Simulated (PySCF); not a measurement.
C2H3, SMILES C=[CH] (connectivity only; charge and spin as stated), charge +1, multiplicity 1.

Geometry optimised at B3LYP-D3(BJ)/def2-TZVP. The spin state was assumed, not searched. The isomer is the one that the SMILES or the coordinates give; other isomers of the formula were not compared.

All values below come from B3LYP/def2-TZVPD (PySCF).

Symmetry labels are those of the subgroup C2v that the program uses (full group C2v).

Q: List the valence orbital energies around the gap with their symmetry. (An estimate is asked for; the answer gives what the named calculation found.)

A: 
```
orbital  symmetry  energy (eV)
-------  --------  -----------
HOMO−6         A1      -287.78
HOMO−5         A1      -285.54
HOMO−4         A1       -29.99
HOMO−3         A1       -24.14
HOMO−2         A1       -21.29
HOMO−1         B2       -20.40
HOMO           B1       -16.67
LUMO           B2       -11.33
LUMO+1         B1        -7.79
LUMO+2         A1        -4.89
LUMO+3         A1        -4.49
```
